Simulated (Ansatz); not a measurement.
# HS: the cost of one run

Program: Ansatz 0.2.0. Level of theory: UKS r2SCAN/def2-TZVP. These are calculated values, not measurements.

### Step 1. The system as given

Bond lengths: S1–H2 1.337 Å.

Structure file:

```xyz
2

S     0.5707   -0.1865    0.2934
H    -0.5707    0.1865   -0.2934
```

### Step 2. Relaxing the start

The input, input.yaml:

```yaml
crystal:
  periodic: [false, false, false]
  atoms:
    - { symbol: S, position_ang: [0.57066, -0.18654, 0.29345] }
    - { symbol: H, position_ang: [-0.57066, 0.18654, -0.29345] }
total_charge: -1
magnetization:
  spin_polarized: true
basis:
  gaussian: { orbitals: def2-TZVP }
hamiltonian:
  xc: r2scan
relax:
  f_tol: 0.02
  max_steps: 40
output:
  orbitals: {}
```

Started as:

```console
$ ansatz run input.yaml --threads 1 --pin off --max-ram 2048MiB --backend cpu --events-out ev --progress --plain --runs-dir out
```

**Question.** How long does this run take on 1 thread of Arm Neoverse V2, shared host, and how much memory does it need?

About 3.6 s, with a peak of 0.1 GiB.
